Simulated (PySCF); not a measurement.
# 3-Chlorothiophene: calculation and literature

Structure with atom numbers: `[Cl:1][c:2]1[cH:3][cH:4][s:5][cH:6]1`. Hydrogens are named by the atom that carries them.

- GIAO PBE0/pcSseg-1 shieldings
- geometry from PBE0-D3(BJ)/def2-SVP
- run in PySCF 2.14
- no relativistic terms, isolated molecule, one conformer

Reference values: estimated from measurements, as parent shift plus tabulated substituent increment (solution, not stated per compound (mostly CDCl3 or CCl4); Pretsch, Buehlmann, Badertscher, Structure Determination of Organic Compounds, 4th ed. (2009)).
```tsv
atoms	quantity	reference	computed	computed, scaled
H(C4)	δ ¹H	7.22	7.11	6.96
H(C6)	δ ¹H	7.06	6.93	6.79
H(C3)	δ ¹H	6.92	7.00	6.85
```

Computed shifts are σ(ref) − σ with the named reference compound (TMS for H and C) calculated as an isolated molecule at the same level. The measured values may be among those fitted. Expected solution values come from regression of measured δ (H and C: mostly CDCl3, vs TMS) on computed σ: ¹H: δ = 29.85 − 0.948σ (rms 0.21 ppm, 133 shifts). A few per cent of atoms miss by over 2 rms, more outside the fitted compound classes.

How far are the unscaled ¹H shifts from the references?

Results:

Mean signed difference -0.05 ppm, mean absolute 0.11 ppm over 3 comparisons; the largest is -0.13 ppm at H(C6) (hydrogen on an aromatic CH next to the ring sulfur).
